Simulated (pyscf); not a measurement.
`[SiH3][O][AsH2]` → `[O]=[AsH]` + `[SiH4]`, an elimination (singlet surface; As–H, O–Si broken, H–Si formed). Structures and frequencies: ωB97X-D3(BJ)/def2-SVP in PySCF. Correlated levels are frozen-core, on RHF or UHF. ΔMP2 is the change of the MP2 total energy from the triple- to the quadruple-zeta basis. Energies in kcal/mol from the reactant's lowest minimum found.

Small-basis levels: PySCF, no dispersion term, spherical d functions. AM1 to PM7: differences of heats of formation from MOPAC. GFN2-xTB: tblite. Cost: rough CPU time at the saddle relative to B3LYP/6-31G*+LANL2DZ, from one job on a shared machine.

```csv
level,barrier,reaction energy,cost
HF/3-21G,101.9,+72.0,0.1
HF/6-31G*+LANL2DZ,89.7,+67.3,0.1
MP2/6-31G*+LANL2DZ,77.2,+51.5,0.1
BP86/6-31G*+LANL2DZ,66.0,+51.6,1
B3LYP/LANL2DZ,79.1,+51.0,0.8
M06-2X/6-31G*+LANL2DZ,75.7,+64.8,2
PBE/def2-SVP,61.3,+53.9,2
B3LYP/def2-SVP,69.5,+56.0,1
GFN2-xTB,59.4,+56.7,under 0.02
AM1,80.2,+70.9,under 0.02
PM6,74.2,+91.8,under 0.02
PM7,84.1,+89.4,under 0.02
CCSD(T)/def2-TZVPP + ΔMP2(QZVPP),68.1,+59.3,–
```

Against the last row the barrier runs from -8.7 (GFN2-xTB) to +33.8 kcal/mol (HF/3-21G). At PM6, PM7 this geometry lies under one side, so the entry may be no barrier of that level: it is a single point on another level's saddle. CCSD(T)/def2-TZVPP + ΔMP2(QZVPP) has limits of its own. At the saddle there is also a short As–Si contact that neither side keeps. H₃Si–O–AsH₂ lies 10.7 kcal/mol over its isomer HO–SiH₂–AsH₂ (electronic energy, ωB97M-D3(BJ)). O=AsH lies 7.5 kcal/mol over its isomer HO–As: [triplet] (electronic energy, ωB97M-D3(BJ)). This is the saddle that the search found; another between the same sides may lie lower. The CCSD(T) − MP2 part came from Ansatz, without density fitting, on the same reference. The frozen core leaves the outer d or s,p core shells of the metals and heavy elements correlated in the MP2 and CC values, and def2-TZVPP describes them poorly, which can shift differences by a few kcal/mol. In the def2 sets elements up to Kr have no core potential.
